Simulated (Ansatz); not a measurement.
# Molecular dynamics of BClH4O

The input (input.yaml):

```yaml
crystal:
  periodic: [false, false, false]
  atoms:
    - { symbol: B, position_ang: [-0.060118, 0.237562, 0.123245] }
    - { symbol: O, position_ang: [-0.050712, -0.125699, 1.636587] }
    - { symbol: H, position_ang: [-0.967585, -0.309016, 1.898958] }
    - { symbol: H, position_ang: [0.966837, -0.043927, -0.432379] }
    - { symbol: Cl, position_ang: [-1.619408, -0.169205, -0.687368] }
    - { symbol: H, position_ang: [-0.034641, 1.581343, 0.33388] }
    - { symbol: H, position_ang: [-0.062273, 1.090241, 1.247675] }
basis:
  gaussian: { orbitals: def2-SVP }
hamiltonian:
  xc: r2scan
md:
  timestep: 0.5
  n_steps: 200
  ensemble: nve
  temperature: 300.0
  initial_velocities: maxwell_boltzmann
  seed: 10558
```

Command:

```bash
$ ansatz run input.yaml --threads 1 --pin off --max-ram 2048MiB --backend cpu --events-out ev --progress --plain --runs-dir out
```

It starts at the highest image of a converged band, a first-order saddle point between two minima.

Output, in part (one step line in 3, the closing report, with atoms numbered from 0):

```
md step     0: t =     0.00 fs  T =   300.0 K  F+E_penalty+E_count = -15302.70241635 eV  E_kin = 0.193890 eV  conserved = -15302.50852635 eV  (25 SCF iters)
md step     3: t =     1.50 fs  T =   244.8 K  F+E_penalty+E_count = -15302.66576277 eV  E_kin = 0.158213 eV  conserved = -15302.50754941 eV  (29 SCF iters)
md step     6: t =     3.00 fs  T =   226.7 K  F+E_penalty+E_count = -15302.65411491 eV  E_kin = 0.146502 eV  conserved = -15302.50761322 eV  (30 SCF iters)
md step     9: t =     4.50 fs  T =   259.1 K  F+E_penalty+E_count = -15302.67528229 eV  E_kin = 0.167432 eV  conserved = -15302.50785008 eV  (29 SCF iters)
md step    12: t =     6.00 fs  T =   308.9 K  F+E_penalty+E_count = -15302.70670867 eV  E_kin = 0.199635 eV  conserved = -15302.50707401 eV  (29 SCF iters)
md step    15: t =     7.50 fs  T =   502.3 K  F+E_penalty+E_count = -15302.83204589 eV  E_kin = 0.324667 eV  conserved = -15302.50737926 eV  (29 SCF iters)
md step    18: t =     9.00 fs  T =   793.5 K  F+E_penalty+E_count = -15303.02093614 eV  E_kin = 0.512867 eV  conserved = -15302.50806902 eV  (29 SCF iters)
md step    21: t =    10.50 fs  T =  1097.4 K  F+E_penalty+E_count = -15303.21652721 eV  E_kin = 0.709273 eV  conserved = -15302.50725423 eV  (28 SCF iters)
md step    24: t =    12.00 fs  T =  1519.7 K  F+E_penalty+E_count = -15303.49055160 eV  E_kin = 0.982178 eV  conserved = -15302.50837360 eV  (29 SCF iters)
md step    27: t =    13.50 fs  T =  1892.6 K  F+E_penalty+E_count = -15303.73202641 eV  E_kin = 1.223200 eV  conserved = -15302.50882686 eV  (28 SCF iters)
md step    30: t =    15.00 fs  T =  2123.6 K  F+E_penalty+E_count = -15303.88047244 eV  E_kin = 1.372454 eV  conserved = -15302.50801826 eV  (29 SCF iters)
md step    33: t =    16.50 fs  T =  2340.1 K  F+E_penalty+E_count = -15304.02087816 eV  E_kin = 1.512438 eV  conserved = -15302.50843982 eV  (28 SCF iters)
md step    36: t =    18.00 fs  T =  2475.5 K  F+E_penalty+E_count = -15304.10872354 eV  E_kin = 1.599913 eV  conserved = -15302.50881083 eV  (26 SCF iters)
md step    39: t =    19.50 fs  T =  2497.1 K  F+E_penalty+E_count = -15304.12128159 eV  E_kin = 1.613859 eV  conserved = -15302.50742247 eV  (28 SCF iters)
md step    42: t =    21.00 fs  T =  2598.5 K  F+E_penalty+E_count = -15304.18770768 eV  E_kin = 1.679415 eV  conserved = -15302.50829233 eV  (29 SCF iters)
md step    45: t =    22.50 fs  T =  2677.3 K  F+E_penalty+E_count = -15304.23843689 eV  E_kin = 1.730357 eV  conserved = -15302.50807970 eV  (29 SCF iters)
md step    48: t =    24.00 fs  T =  2730.9 K  F+E_penalty+E_count = -15304.27280219 eV  E_kin = 1.764972 eV  conserved = -15302.50782989 eV  (28 SCF iters)
md step    51: t =    25.50 fs  T =  2788.0 K  F+E_penalty+E_count = -15304.31054623 eV  E_kin = 1.801875 eV  conserved = -15302.50867156 eV  (28 SCF iters)
md step    54: t =    27.00 fs  T =  2710.5 K  F+E_penalty+E_count = -15304.26014799 eV  E_kin = 1.751808 eV  conserved = -15302.50833961 eV  (29 SCF iters)
md step    57: t =    28.50 fs  T =  2569.3 K  F+E_penalty+E_count = -15304.16797663 eV  E_kin = 1.660544 eV  conserved = -15302.50743305 eV  (28 SCF iters)
md step    60: t =    30.00 fs  T =  2502.7 K  F+E_penalty+E_count = -15304.12574134 eV  E_kin = 1.617522 eV  conserved = -15302.50821924 eV  (28 SCF iters)
md step    63: t =    31.50 fs  T =  2416.4 K  F+E_penalty+E_count = -15304.06931131 eV  E_kin = 1.561732 eV  conserved = -15302.50757929 eV  (29 SCF iters)
md step    66: t =    33.00 fs  T =  2403.3 K  F+E_penalty+E_count = -15304.06044131 eV  E_kin = 1.553233 eV  conserved = -15302.50720867 eV  (29 SCF iters)
md step    69: t =    34.50 fs  T =  2525.8 K  F+E_penalty+E_count = -15304.14044536 eV  E_kin = 1.632432 eV  conserved = -15302.50801376 eV  (28 SCF iters)
md step    72: t =    36.00 fs  T =  2648.6 K  F+E_penalty+E_count = -15304.21987867 eV  E_kin = 1.711817 eV  conserved = -15302.50806195 eV  (28 SCF iters)
md step    75: t =    37.50 fs  T =  2758.9 K  F+E_penalty+E_count = -15304.29111117 eV  E_kin = 1.783078 eV  conserved = -15302.50803287 eV  (28 SCF iters)
md step    78: t =    39.00 fs  T =  2835.9 K  F+E_penalty+E_count = -15304.34182541 eV  E_kin = 1.832827 eV  conserved = -15302.50899881 eV  (28 SCF iters)
md step    81: t =    40.50 fs  T =  2742.6 K  F+E_penalty+E_count = -15304.28044313 eV  E_kin = 1.772533 eV  conserved = -15302.50791062 eV  (28 SCF iters)
md step    84: t =    42.00 fs  T =  2652.7 K  F+E_penalty+E_count = -15304.22189956 eV  E_kin = 1.714430 eV  conserved = -15302.50746952 eV  (28 SCF iters)
md step    87: t =    43.50 fs  T =  2648.0 K  F+E_penalty+E_count = -15304.21979244 eV  E_kin = 1.711393 eV  conserved = -15302.50839968 eV  (28 SCF iters)
md step    90: t =    45.00 fs  T =  2591.5 K  F+E_penalty+E_count = -15304.18271488 eV  E_kin = 1.674862 eV  conserved = -15302.50785296 eV  (28 SCF iters)
md step    93: t =    46.50 fs  T =  2565.8 K  F+E_penalty+E_count = -15304.16602857 eV  E_kin = 1.658295 eV  conserved = -15302.50773367 eV  (29 SCF iters)
md step    96: t =    48.00 fs  T =  2589.8 K  F+E_penalty+E_count = -15304.18209907 eV  E_kin = 1.673793 eV  conserved = -15302.50830633 eV  (28 SCF iters)
md step    99: t =    49.50 fs  T =  2569.2 K  F+E_penalty+E_count = -15304.16827113 eV  E_kin = 1.660476 eV  conserved = -15302.50779546 eV  (29 SCF iters)
md step   102: t =    51.00 fs  T =  2571.1 K  F+E_penalty+E_count = -15304.16970387 eV  E_kin = 1.661698 eV  conserved = -15302.50800567 eV  (30 SCF iters)
md step   105: t =    52.50 fs  T =  2560.6 K  F+E_penalty+E_count = -15304.16324323 eV  E_kin = 1.654946 eV  conserved = -15302.50829731 eV  (28 SCF iters)
md step   108: t =    54.00 fs  T =  2509.2 K  F+E_penalty+E_count = -15304.12895724 eV  E_kin = 1.621715 eV  conserved = -15302.50724222 eV  (29 SCF iters)
md step   111: t =    55.50 fs  T =  2572.1 K  F+E_penalty+E_count = -15304.17018284 eV  E_kin = 1.662342 eV  conserved = -15302.50784133 eV  (27 SCF iters)
md step   114: t =    57.00 fs  T =  2662.1 K  F+E_penalty+E_count = -15304.22893902 eV  E_kin = 1.720506 eV  conserved = -15302.50843261 eV  (28 SCF iters)
md step   117: t =    58.50 fs  T =  2671.4 K  F+E_penalty+E_count = -15304.23422917 eV  E_kin = 1.726510 eV  conserved = -15302.50771867 eV  (29 SCF iters)
md step   120: t =    60.00 fs  T =  2716.3 K  F+E_penalty+E_count = -15304.26334564 eV  E_kin = 1.755571 eV  conserved = -15302.50777433 eV  (29 SCF iters)
md step   123: t =    61.50 fs  T =  2777.7 K  F+E_penalty+E_count = -15304.30394833 eV  E_kin = 1.795247 eV  conserved = -15302.50870172 eV  (29 SCF iters)
md step   126: t =    63.00 fs  T =  2722.4 K  F+E_penalty+E_count = -15304.26740091 eV  E_kin = 1.759501 eV  conserved = -15302.50789977 eV  (28 SCF iters)
md step   129: t =    64.50 fs  T =  2651.0 K  F+E_penalty+E_count = -15304.22165214 eV  E_kin = 1.713339 eV  conserved = -15302.50831332 eV  (29 SCF iters)
md step   132: t =    66.00 fs  T =  2531.4 K  F+E_penalty+E_count = -15304.14402511 eV  E_kin = 1.636055 eV  conserved = -15302.50797044 eV  (29 SCF iters)
md step   135: t =    67.50 fs  T =  2425.8 K  F+E_penalty+E_count = -15304.07487666 eV  E_kin = 1.567826 eV  conserved = -15302.50705017 eV  (29 SCF iters)
md step   138: t =    69.00 fs  T =  2485.9 K  F+E_penalty+E_count = -15304.11457350 eV  E_kin = 1.606635 eV  conserved = -15302.50793848 eV  (29 SCF iters)
md step   141: t =    70.50 fs  T =  2559.8 K  F+E_penalty+E_count = -15304.16295162 eV  E_kin = 1.654430 eV  conserved = -15302.50852152 eV  (29 SCF iters)
md step   144: t =    72.00 fs  T =  2573.0 K  F+E_penalty+E_count = -15304.17013667 eV  E_kin = 1.662943 eV  conserved = -15302.50719415 eV  (29 SCF iters)
md step   147: t =    73.50 fs  T =  2697.3 K  F+E_penalty+E_count = -15304.25178806 eV  E_kin = 1.743288 eV  conserved = -15302.50850022 eV  (28 SCF iters)
md step   150: t =    75.00 fs  T =  2751.1 K  F+E_penalty+E_count = -15304.28655955 eV  E_kin = 1.778011 eV  conserved = -15302.50854875 eV  (28 SCF iters)
md step   153: t =    76.50 fs  T =  2699.0 K  F+E_penalty+E_count = -15304.25220783 eV  E_kin = 1.744386 eV  conserved = -15302.50782213 eV  (28 SCF iters)
md step   156: t =    78.00 fs  T =  2666.0 K  F+E_penalty+E_count = -15304.23111263 eV  E_kin = 1.723035 eV  conserved = -15302.50807766 eV  (28 SCF iters)
md step   159: t =    79.50 fs  T =  2625.7 K  F+E_penalty+E_count = -15304.20483974 eV  E_kin = 1.696958 eV  conserved = -15302.50788213 eV  (27 SCF iters)
md step   162: t =    81.00 fs  T =  2628.0 K  F+E_penalty+E_count = -15304.20587842 eV  E_kin = 1.698456 eV  conserved = -15302.50742228 eV  (28 SCF iters)
md step   165: t =    82.50 fs  T =  2710.0 K  F+E_penalty+E_count = -15304.26026333 eV  E_kin = 1.751450 eV  conserved = -15302.50881313 eV  (28 SCF iters)
md step   168: t =    84.00 fs  T =  2665.5 K  F+E_penalty+E_count = -15304.23076398 eV  E_kin = 1.722681 eV  conserved = -15302.50808302 eV  (26 SCF iters)
md step   171: t =    85.50 fs  T =  2597.2 K  F+E_penalty+E_count = -15304.18590745 eV  E_kin = 1.678560 eV  conserved = -15302.50734740 eV  (29 SCF iters)
md step   174: t =    87.00 fs  T =  2624.6 K  F+E_penalty+E_count = -15304.20474549 eV  E_kin = 1.696261 eV  conserved = -15302.50848412 eV  (28 SCF iters)
md step   177: t =    88.50 fs  T =  2570.5 K  F+E_penalty+E_count = -15304.16964673 eV  E_kin = 1.661335 eV  conserved = -15302.50831175 eV  (28 SCF iters)
md step   180: t =    90.00 fs  T =  2468.9 K  F+E_penalty+E_count = -15304.10314402 eV  E_kin = 1.595633 eV  conserved = -15302.50751071 eV  (29 SCF iters)
md step   183: t =    91.50 fs  T =  2446.4 K  F+E_penalty+E_count = -15304.08917627 eV  E_kin = 1.581140 eV  conserved = -15302.50803612 eV  (29 SCF iters)
md step   186: t =    93.00 fs  T =  2447.8 K  F+E_penalty+E_count = -15304.08933324 eV  E_kin = 1.582014 eV  conserved = -15302.50731965 eV  (29 SCF iters)
md step   189: t =    94.50 fs  T =  2569.8 K  F+E_penalty+E_count = -15304.16855116 eV  E_kin = 1.660851 eV  conserved = -15302.50770042 eV  (28 SCF iters)
md step   192: t =    96.00 fs  T =  2734.5 K  F+E_penalty+E_count = -15304.27609211 eV  E_kin = 1.767297 eV  conserved = -15302.50879521 eV  (28 SCF iters)
md step   195: t =    97.50 fs  T =  2766.9 K  F+E_penalty+E_count = -15304.29603566 eV  E_kin = 1.788269 eV  conserved = -15302.50776683 eV  (29 SCF iters)
md step   198: t =    99.00 fs  T =  2807.6 K  F+E_penalty+E_count = -15304.32260250 eV  E_kin = 1.814541 eV  conserved = -15302.50806135 eV  (29 SCF iters)
md step   200: t =   100.00 fs  T =  2830.4 K  F+E_penalty+E_count = -15304.33826521 eV  E_kin = 1.829297 eV  conserved = -15302.50896826 eV  (27 SCF iters)
Total energy: -15304.33827716 eV, -562.4240580327 hartree
Atom 0 at    -0.056715    -0.676169     0.308277 Å, force    -1.386418     0.792726     0.985345 eV/Å
Atom 1 at    -0.168398    -0.811691     1.666520 Å, force     0.182300    -0.072069    -1.428396 eV/Å
Atom 2 at    -1.078058    -0.641052     1.946241 Å, force    -0.083804     0.009735     0.150552 eV/Å
Atom 3 at     0.993270    -0.781858    -0.232465 Å, force     0.193709    -0.205845    -0.224825 eV/Å
Atom 4 at    -1.556761    -0.112358    -0.616496 Å, force     1.094211    -0.524553     0.517307 eV/Å
Atom 5 at    -0.160330    11.146012    -1.436838 Å, force    -0.003439     0.007490    -0.040301 eV/Å
Atom 6 at    -0.224341    11.283427    -2.180711 Å, force     0.003441    -0.007485     0.040317 eV/Å
Dipole moment:    -0.100206    -0.032710     0.205613 e Å
```

The run went to its last step. The conserved energy stayed within 0.22 meV per atom of its start (net change -0.063 meV per atom), so the integration is sound. The kinetic energy rose, since the run started high on the potential surface and went downhill. It ends in pieces (BClH2O + H2), so much of that is their flight and rotation, not heat. A run of 0.1 ps of so small a system gives no equilibrium averages. The orbitals stay closed-shell, which can raise the energy where a bond breaks towards radicals; this wasn't checked here.

Between its relaxed ends the band would form B1–H6, O2–H7 and break H6–H7. These pairs go: B1–H6 1.36 → 11.95 Å, O2–H7 1.28 → 12.69 Å, H6–H7 1.04 → 0.76 Å. In the last frame they stand as before the step (other bonds may differ from the relaxed reactants and products). Also parted: B1–H7 1.41 → 12.22 Å. It ends as BClH2O + H2. Pairs count as bonded within 1.25 times the sum of covalent radii (0.12 Å more for H–H).

Last frame:

```xyz
7
Properties=species:S:1:pos:R:3
B -0.057 -0.676 0.308
O -0.168 -0.812 1.667
H -1.078 -0.641 1.946
H 0.993 -0.782 -0.233
Cl -1.557 -0.112 -0.617
H -0.160 11.146 -1.437
H -0.224 11.283 -2.181
```

Time of the run: 8.1 min on 1 thread of Arm Neoverse V1, with other jobs on the host, peak memory 0.11 GiB.
